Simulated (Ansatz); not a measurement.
Stepwise reaction of `C[Si]C` with hydrogen chloride, as a gas-phase model of exchange steps in deposition or etching. ΔE in kJ/mol; ΔG adds harmonic PBE0-D4 terms to CCSD(T)/CBS, at 1 bar.

Program: Ansatz. Geometries: PBE0-D4/def2-TZVP. ΔE: electronic, gas phase. CCSD(T)/CBS adds triple-zeta CCSD(T) − MP2 to the extrapolated MP2 energy (def2 sets, frozen cores). This one scheme is used for every species. DFT in def2-TZVPP. B3LYP here is the variant with VWN-RPA as its local correlation; programs differ in this.

| step | reaction | PBE-D4 | B3LYP-D4 | ωB97M-V | CCSD(T)/CBS | ΔG(600 K) |
| --- | --- | --- | --- | --- | --- | --- |
| 2 | `C[Si]Cl` + HCl → `Cl[Si]Cl` + CH₄ | -147.0 | -148.8 | -145.6 | -141.1 | -120.8 |

**Question.** Give the row of step 1, `C[Si]C` + HCl → `C[Si]Cl` + CH₄. (Estimate.)

**Answer.** The calculation gave: 
| step | reaction | PBE-D4 | B3LYP-D4 | ωB97M-V | CCSD(T)/CBS | ΔG(600 K) |
| --- | --- | --- | --- | --- | --- | --- |
| 1 | `C[Si]C` + HCl → `C[Si]Cl` + CH₄ | -151.0 | -154.5 | -152.1 | -148.1 | -138.1 |

**Question.** By hand: ΔE of the 2 steps together at CCSD(T)/CBS.

**Answer.** (-148.1) + (-141.1) = -289.2 kJ/mol, or -144.6 kJ/mol a step.

In ΔE each step is higher than the one before. All are downhill at CCSD(T)/CBS. ΔG lies between -138.1 and -120.8 kJ/mol a step. PBE-D4 differs from CCSD(T)/CBS by -5.9 to -2.9 kJ/mol a step. Isolated molecules leave out the surface, adducts and barriers. Largest T1 diagnostic: 0.013.
